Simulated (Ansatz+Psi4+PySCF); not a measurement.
**doublet O2(+): levels of theory in one basis**

```
atom    x (Å)    y (Å)    z (Å)
   O   0.3572  -0.1470   0.3904
   O  -0.3572   0.1470  -0.3904
```

Basis set: cc-pVTZ (spherical functions). Left uncorrelated: 2 orbitals. Correlation on ROHF uses semicanonical orbitals with singles. Charge 1, multiplicity 2.

Computed with Ansatz (development build ahead of 0.2.0) and Psi4 1.11; each method stands on the lowest determinant of its kind that the runs found.

```tsv
method	E − E(ROHF) (eV)	<S²> of the determinant
ROHF	0.00	0.75
UHF	-0.41	1.05
ROHF-MP2	-12.67	–
UHF-MP2	-11.34	1.05
ROHF-CCSD	-12.21	–
UHF-CCSD	-12.22	1.05
ROHF-CCSD(T)	-12.78	–
UHF-CCSD(T)	-12.75	1.05
```

The restricted and unrestricted rows may stand on different electronic states: another unrestricted solution lies nearer the restricted one.

Caution for UHF, UHF-MP2, UHF-CCSD, UHF-CCSD(T): the unrestricted determinant is spin contaminated; the determinant breaks the point group. Caution for ROHF-MP2, UHF-MP2: MP2 on this radical cation hangs on the determinant chosen. Caution for UHF-MP2, UHF-CCSD, UHF-CCSD(T): large amplitudes, a single reference is doubtful. Caution for UHF-MP2: another reference gives a lower total.
